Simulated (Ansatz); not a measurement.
## B6As: computed properties

The calculation used Ansatz 0.2.0, DFT r2SCAN, scalar-relativistic, plane waves, PAW.

Plane waves to 500 eV, a k mesh through Γ of 6×6×6 on the computed 14-atom cell and Gaussian smearing (0.02 eV); no spin polarisation.

The structure is relaxed at this level of theory with its symmetry kept. Whether it is the stable form of this composition wasn't checked.

```
CELL_PARAMETERS angstrom
3.06613 1.77023 3.96520
-3.06613 1.77023 3.96520
0.00000 -3.54046 3.96520
ATOMIC_POSITIONS crystal
B 0.01510 0.01510 0.32494
B 0.01510 0.32494 0.01510
B 0.82174 0.27275 0.82174
B 0.82174 0.82174 0.27275
B 0.27275 0.82174 0.82174
B 0.72725 0.17826 0.17826
B 0.17826 0.72725 0.17826
B 0.17826 0.17826 0.72725
B 0.98490 0.67506 0.98490
B 0.98490 0.98490 0.67506
B 0.67506 0.98490 0.98490
B 0.32494 0.01510 0.01510
As 0.60035 0.60035 0.60035
As 0.39965 0.39965 0.39965
```

| Property | Result |
| --- | --- |
| Space group | R-3m (No. 166) |
| Volume per atom | 9.22 Å³ |
| Formation energy from the elements' standard states (uncorrected) | -0.209 eV/atom |
| Generalised Kohn–Sham band gap | 2.88 eV, indirect from T to L |
| Löwdin character of the top 1 eV of the valence band | B 2p 79 %, As 4p 15 % |
| Löwdin character of the lowest 1 eV of the conduction band | B 2p 48 %, As 4p 33 %, B 2s 8 %, unprojected 5 % |
| Electron masses at the edge by Cartesian direction of the standard setting (m_e; degenerate bands sorted by energy; no spin-orbit coupling) | x: 0.55; y: 0.41; z: 0.21 |
| Hole masses at the edge by Cartesian direction of the standard setting (m_e; degenerate bands sorted by energy; no spin-orbit coupling) | x: 0.75; y: 0.75; z: 0.42 |
| Bulk modulus | 190 GPa |
| Its pressure derivative | 3.7 |
| Electronic dielectric constant xx, yy, zz of the standard setting (independent particles) | 7.6, 7.6, 8.0 |

Cost: 12 runs of about 22 core-minutes in all, on Oxide Virtual Turin-like Processor (Zen 5) (shared hosts).